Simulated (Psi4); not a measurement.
This Psi4 input (wB97X-V/cc-pV(5+d)Z) gives -399.63562 Eh with 265 basis functions.

```
memory 2025 MB

molecule {
1 1
S     0.10491123   -0.00079548    0.04460729
H    -0.32425306    0.99411402   -0.77358955
H    -0.34497428   -0.99733403   -0.76036906
H    -1.00935239    0.01594770    0.82024201
}

set {
  basis cc-pv(5+d)z
  scf_type df
}

energy('wb97x-v')
print_variables()
```

Change:
```diff
- basis cc-pv(5+d)z
+ basis aug-pcseg-3
```

What does the run give now?

-399.63539 Eh (wB97X-V/aug-pcseg-3, 236 functions), a change of +0.23 mEh.
